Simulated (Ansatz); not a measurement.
This geometry of BClH2 + FH (6 atoms, charge 0, multiplicity 1) is a first-order saddle point.

Method: Ansatz, RKS B3LYP-D4/def2-SVP.

```xyz
6
Properties=species:S:1:pos:R:3
B 0.012 -0.206 0.020
Cl 0.004 0.210 2.023
H 1.061 0.147 -0.434
H -1.060 0.080 -0.430
F 0.058 -1.703 0.406
H 0.046 -1.257 1.495
```

Task: Which two structures does it join? (They come from a converged band through this point; their orientation in space is the band's.)

Result: Bonds broken: B1–Cl2, F5–H6. Bonds formed: B1–F5, Cl2–H6. BClH2 + FH becomes BFH2 + ClH.

Image 0:

```xyz
6
Properties=species:S:1:pos:R:3
B 0.000 0.133 0.124
Cl -0.011 0.580 1.864
H 1.057 0.183 -0.437
H -1.060 0.113 -0.432
F 0.069 -1.947 0.519
H 0.065 -1.792 1.443
```

Image 6:

```xyz
6
Properties=species:S:1:pos:R:3
B 0.014 -0.341 -0.449
Cl 0.007 0.068 2.556
H 1.063 0.229 -0.615
H -1.070 0.159 -0.611
F 0.057 -1.636 -0.152
H 0.048 -1.207 2.351
```

Task: How far does it lie above each of them?

Result: 7.4 kcal/mol above the first and 21.2 kcal/mol above the second. This is the barrier of this one path; another mechanism may lie lower. The orbitals stay closed-shell, which can raise the energy where a bond breaks towards radicals; this wasn't checked here.

Time of the run: 32 s on 1 thread of AMD EPYC 9B45 (Zen 5), with other jobs on the host, peak memory 0.13 GiB.
